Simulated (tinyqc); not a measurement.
Worked calculation (part 3 of 3): UHF in the sto-3g basis, for H3O+, spin multiplicity 1. Computed by tinyqc, a small Python program that keeps every step (integrals from PySCF). Command: `OMP_NUM_THREADS=1 python tinyqc.py 22845 22846 out.jsonl` (the two numbers bound the seeds that draw the settings). One thread of a shared host (Intel(R) Xeon(R) Processor @ 2.60GHz), about 0.1 s of CPU time with the checks.

Geometry (angstrom):
```
atom        x        y       z
O      0.0000   0.0000  0.2740
H      1.0090   0.0000  0.0000
H     -0.5040   0.8740  0.0000
H     -0.5040  -0.8740  0.0000
```

## Iteration 10 (converged): orbitals

converged F(alpha) (hartree), order 1O 1s, 1O 2s, 1O 2px, 1O 2py, 1O 2pz, 2H 1s, 3H 1s, 4H 1s:
```
[[-20.8228, -5.2990, 0.0000, 0.0000, 0.0169, -0.9944, -0.9946, -0.9946],
 [-5.2990, -2.9370, -0.0001, 0.0000, 0.0801, -1.0712, -1.0714, -1.0714],
 [0.0000, -0.0001, -0.8425, 0.0000, 0.0000, -0.5993, 0.2994, 0.2994],
 [0.0000, 0.0000, 0.0000, -0.8426, 0.0000, 0.0000, -0.5191, 0.5191],
 [0.0169, 0.0801, 0.0000, 0.0000, -0.8716, 0.1962, 0.1963, 0.1963],
 [-0.9944, -1.0712, -0.5993, 0.0000, 0.1962, -0.7925, -0.3315, -0.3315],
 [-0.9946, -1.0714, 0.2994, -0.5191, 0.1963, -0.3315, -0.7925, -0.3312],
 [-0.9946, -1.0714, 0.2994, 0.5191, 0.1963, -0.3315, -0.3312, -0.7925]]
```

converged F(beta) (hartree), order 1O 1s, 1O 2s, 1O 2px, 1O 2py, 1O 2pz, 2H 1s, 3H 1s, 4H 1s:
```
[[-20.8228, -5.2990, 0.0000, 0.0000, 0.0169, -0.9944, -0.9946, -0.9946],
 [-5.2990, -2.9370, -0.0001, 0.0000, 0.0801, -1.0712, -1.0714, -1.0714],
 [0.0000, -0.0001, -0.8425, 0.0000, 0.0000, -0.5992, 0.2994, 0.2994],
 [0.0000, 0.0000, 0.0000, -0.8427, 0.0000, 0.0000, -0.5191, 0.5191],
 [0.0169, 0.0801, 0.0000, 0.0000, -0.8717, 0.1962, 0.1963, 0.1963],
 [-0.9944, -1.0712, -0.5992, 0.0000, 0.1962, -0.7924, -0.3315, -0.3315],
 [-0.9946, -1.0714, 0.2994, -0.5191, 0.1963, -0.3315, -0.7925, -0.3312],
 [-0.9946, -1.0714, 0.2994, 0.5191, 0.1963, -0.3315, -0.3312, -0.7925]]
```

X, order 1O 1s, 1O 2s, 1O 2px, 1O 2py, 1O 2pz, 2H 1s, 3H 1s, 4H 1s:
```
[[-0.3606, 0.0000, 0.0000, 0.7316, 0.6213, -0.0001, 0.0000, 0.1449],
 [1.2411, 0.0000, -0.0001, -0.0987, 0.1779, -0.0002, 0.0000, 0.4309],
 [0.0001, 0.0000, -0.9155, 0.0001, 0.0001, 0.6685, 0.0000, 0.0001],
 [0.0000, 0.9158, 0.0000, 0.0000, 0.0000, 0.0000, 0.6683, 0.0000],
 [-0.2494, 0.0000, 0.0000, -0.6788, 0.7092, 0.0000, 0.0000, -0.0896],
 [-0.5418, 0.0000, 0.9195, -0.1334, -0.1107, 0.4438, 0.0000, 0.3105],
 [-0.5421, -0.7962, -0.4596, -0.1335, -0.1108, -0.2219, 0.3844, 0.3104],
 [-0.5421, 0.7962, -0.4596, -0.1335, -0.1108, -0.2219, -0.3844, 0.3104]]
```

Diagonalise F' = X^T F X, C = X C', fill 5 alpha and 5 beta electrons from the bottom; D(s) = C_occ C_occ^T. Each column has its largest component positive (the first on a tie).

F' = X^T F X (alpha) (hartree):
```
[[-0.5548, 0.0000, 0.0001, 1.9617, 1.6502, -0.0004, 0.0000, 0.1492],
 [0.0000, 0.2225, 0.0000, 0.0000, 0.0000, 0.0000, -0.0464, 0.0000],
 [0.0001, 0.0000, 0.2222, -0.0002, -0.0002, 0.0463, 0.0000, 0.0000],
 [1.9617, 0.0000, -0.0002, -10.2902, -8.9185, 0.0028, 0.0000, -4.0291],
 [1.6502, 0.0000, -0.0002, -8.9185, -9.3150, 0.0026, 0.0000, -3.8422],
 [-0.0004, 0.0000, 0.0463, 0.0028, 0.0026, -1.0459, 0.0000, 0.0013],
 [0.0000, -0.0464, 0.0000, 0.0000, 0.0000, 0.0000, -1.0461, 0.0000],
 [0.1492, 0.0000, 0.0000, -4.0291, -3.8422, 0.0013, 0.0000, -3.2400]]
```

orbital energies (alpha) (hartree): [-20.8314, -1.7300, -1.0477, -1.0475, -0.8824, 0.0437, 0.2239, 0.2242]

coefficients C (alpha), order 1O 1s, 1O 2s, 1O 2px, 1O 2py, 1O 2pz, 2H 1s, 3H 1s, 4H 1s:
```
[[0.9941, -0.2401, 0.0000, 0.0000, -0.0521, -0.1539, 0.0000, 0.0000],
 [0.0263, 0.8815, 0.0000, -0.0001, 0.2571, 0.9610, -0.0001, 0.0000],
 [0.0000, 0.0001, 0.0000, 0.7014, 0.0000, 0.0000, -0.8905, 0.0000],
 [0.0000, 0.0000, 0.7013, 0.0000, 0.0000, 0.0000, 0.0000, 0.8908],
 [-0.0022, -0.0887, 0.0000, 0.0000, 0.9558, -0.3355, 0.0000, 0.0000],
 [-0.0046, 0.0989, 0.0000, 0.4101, -0.0886, -0.6342, 0.9351, 0.0000],
 [-0.0046, 0.0989, 0.3550, -0.2049, -0.0887, -0.6346, -0.4674, -0.8097],
 [-0.0046, 0.0989, -0.3550, -0.2049, -0.0887, -0.6346, -0.4674, 0.8097]]
```

F' = X^T F X (beta) (hartree):
```
[[-0.5549, 0.0000, 0.0001, 1.9617, 1.6502, -0.0004, 0.0000, 0.1492],
 [0.0000, 0.2225, 0.0000, 0.0000, 0.0000, 0.0000, -0.0464, 0.0000],
 [0.0001, 0.0000, 0.2222, -0.0002, -0.0002, 0.0463, 0.0000, 0.0000],
 [1.9617, 0.0000, -0.0002, -10.2902, -8.9185, 0.0028, 0.0000, -4.0291],
 [1.6502, 0.0000, -0.0002, -8.9185, -9.3150, 0.0026, 0.0000, -3.8422],
 [-0.0004, 0.0000, 0.0463, 0.0028, 0.0026, -1.0459, 0.0000, 0.0013],
 [0.0000, -0.0464, 0.0000, 0.0000, 0.0000, 0.0000, -1.0461, 0.0000],
 [0.1492, 0.0000, 0.0000, -4.0291, -3.8422, 0.0013, 0.0000, -3.2400]]
```

orbital energies (beta) (hartree): [-20.8314, -1.7300, -1.0478, -1.0476, -0.8824, 0.0437, 0.2239, 0.2242]

coefficients C (beta), order 1O 1s, 1O 2s, 1O 2px, 1O 2py, 1O 2pz, 2H 1s, 3H 1s, 4H 1s:
```
[[0.9941, -0.2401, 0.0000, 0.0000, -0.0521, -0.1539, 0.0000, 0.0000],
 [0.0263, 0.8815, 0.0000, -0.0001, 0.2571, 0.9610, -0.0001, 0.0000],
 [0.0000, 0.0001, 0.0000, 0.7014, 0.0000, 0.0000, -0.8905, 0.0000],
 [0.0000, 0.0000, 0.7013, 0.0000, 0.0000, 0.0000, 0.0000, 0.8908],
 [-0.0022, -0.0887, 0.0000, 0.0000, 0.9558, -0.3355, 0.0000, 0.0000],
 [-0.0046, 0.0989, 0.0000, 0.4100, -0.0886, -0.6342, 0.9351, 0.0000],
 [-0.0046, 0.0989, 0.3550, -0.2049, -0.0886, -0.6346, -0.4674, -0.8097],
 [-0.0046, 0.0989, -0.3550, -0.2049, -0.0886, -0.6346, -0.4674, 0.8097]]
```

D(alpha) after iteration 10, order 1O 1s, 1O 2s, 1O 2px, 1O 2py, 1O 2pz, 2H 1s, 3H 1s, 4H 1s:
```
[[1.0487, -0.1989, 0.0000, 0.0000, -0.0306, -0.0237, -0.0237, -0.0237],
 [-0.1989, 0.8438, 0.0000, 0.0000, 0.1674, 0.0642, 0.0643, 0.0643],
 [0.0000, 0.0000, 0.4920, 0.0000, 0.0000, 0.2876, -0.1437, -0.1437],
 [0.0000, 0.0000, 0.0000, 0.4918, 0.0000, 0.0000, 0.2490, -0.2490],
 [-0.0306, 0.1674, 0.0000, 0.0000, 0.9214, -0.0934, -0.0935, -0.0935],
 [-0.0237, 0.0642, 0.2876, 0.0000, -0.0934, 0.1858, -0.0664, -0.0664],
 [-0.0237, 0.0643, -0.1437, 0.2490, -0.0935, -0.0664, 0.1857, -0.0664],
 [-0.0237, 0.0643, -0.1437, -0.2490, -0.0935, -0.0664, -0.0664, 0.1857]]
```

D(beta) after iteration 10, order 1O 1s, 1O 2s, 1O 2px, 1O 2py, 1O 2pz, 2H 1s, 3H 1s, 4H 1s:
```
[[1.0487, -0.1989, 0.0000, 0.0000, -0.0306, -0.0237, -0.0237, -0.0237],
 [-0.1989, 0.8439, 0.0000, 0.0000, 0.1674, 0.0642, 0.0643, 0.0643],
 [0.0000, 0.0000, 0.4920, 0.0000, 0.0000, 0.2876, -0.1437, -0.1437],
 [0.0000, 0.0000, 0.0000, 0.4919, 0.0000, 0.0000, 0.2490, -0.2490],
 [-0.0306, 0.1674, 0.0000, 0.0000, 0.9214, -0.0934, -0.0935, -0.0935],
 [-0.0237, 0.0642, 0.2876, 0.0000, -0.0934, 0.1858, -0.0664, -0.0664],
 [-0.0237, 0.0643, -0.1437, 0.2490, -0.0935, -0.0664, 0.1857, -0.0664],
 [-0.0237, 0.0643, -0.1437, -0.2490, -0.0935, -0.0664, -0.0664, 0.1857]]
```

## Convergence

Stop when the energy changes by less than 1e-08 hartree and every element of the error matrix X^T (F D S - S D F) X (for each spin) is below 3e-05.

Course of the cycle:
```
iteration  E (hartree)     change  largest element of the error matrix
1           -74.641974          -                             3.56e-01
2           -75.189815  -5.48e-01                             1.12e-01
3           -75.298052  -1.08e-01                             5.71e-02
4           -75.316936  -1.89e-02                             2.48e-02
5           -75.321240  -4.30e-03                             3.93e-03
6           -75.321420  -1.81e-04                             1.68e-03
7           -75.321446  -2.62e-05                             7.41e-04
8           -75.321448  -1.63e-06                             1.00e-04
9           -75.321448  -1.95e-08                             3.04e-05
10          -75.321448  -3.58e-09                             1.10e-05
```

PySCF UHF in the same basis, after a stability check = -75.321448 hartree

Converged in 10 iterations.

## Populations, bond orders and dipole

overlap S, order 1O 1s, 1O 2s, 1O 2px, 1O 2py, 1O 2pz, 2H 1s, 3H 1s, 4H 1s:
```
[[1.0000, 0.2367, 0.0000, 0.0000, 0.0000, 0.0437, 0.0437, 0.0437],
 [0.2367, 1.0000, 0.0000, 0.0000, 0.0000, 0.4187, 0.4188, 0.4188],
 [0.0000, 0.0000, 1.0000, 0.0000, 0.0000, 0.3487, -0.1742, -0.1742],
 [0.0000, 0.0000, 0.0000, 1.0000, 0.0000, 0.0000, 0.3021, -0.3021],
 [0.0000, 0.0000, 0.0000, 0.0000, 1.0000, -0.0947, -0.0947, -0.0947],
 [0.0437, 0.4187, 0.3487, 0.0000, -0.0947, 1.0000, 0.1780, 0.1780],
 [0.0437, 0.4188, -0.1742, 0.3021, -0.0947, 0.1780, 1.0000, 0.1778],
 [0.0437, 0.4188, -0.1742, -0.3021, -0.0947, 0.1780, 0.1778, 1.0000]]
```

Mulliken: Z minus the diagonal of D S on the atom; Loewdin: the same with S^(1/2) D S^(1/2); Mayer order: 2 sum_s sum (D(s) S)_ij (D(s) S)_ji over the two atoms.

Charges (e):
```
atom  Mulliken  Loewdin  Mulliken spin
1O     -0.2173   0.0140      -9.73e-05
2H      0.4057   0.3286       3.54e-05
3H      0.4058   0.3287       3.09e-05
4H      0.4058   0.3287       3.09e-05
```

Mayer bond orders:
```
pair   order
2-1   0.8061
3-1   0.8060
3-2   0.0146
4-1   0.8060
4-2   0.0146
4-3   0.0147
```

dipole moment about the origin, x y z (debye): [0.0016, 0.0000, -0.7360]

<S^2> of the determinant (pure state: 0) = 2.87e-09
